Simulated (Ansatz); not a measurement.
A calculation with Ansatz (development build ahead of 0.2.0).

```yaml
crystal:
  periodic: [false, false, false]
  atoms:
    - { symbol: Li, position_ang: [0.0, 0.0, -1.73668] }
    - { symbol: Li, position_ang: [0.0, 0.0, 1.73668] }
basis:
  gaussian: { orbitals: def2-SVP }
total_charge: 1
magnetization:
  spin_polarized: true
  initial_magnetization: 1
hamiltonian:
  xc: hf
correlation:
  method: mp2
  frozen_orbitals: { Li: 0 }
```

The input is written out in the form of the current development build from the run's settings.

Results

```json
{"Converged": "yes", "Reference energy": "-14.70223 hartree", "Correlation energy": "-0.00451 hartree", "Total energy": "-14.70674 hartree", "Spin squared of the determinant": "0.750", "Stability test": "minimum", "Occupied orbitals by symmetry in an Abelian subgroup (alpha; beta)": "2 Ag 1 B1u; 1 Ag 1 B1u"}
```

Messages of the program:
```
mean field -400.06797000 eV, -14.7022267215 hartree, gradient 1.7e-6 eV, S^2 0.750002; 0 other ends of a descent, 0 dependent functions left out
```
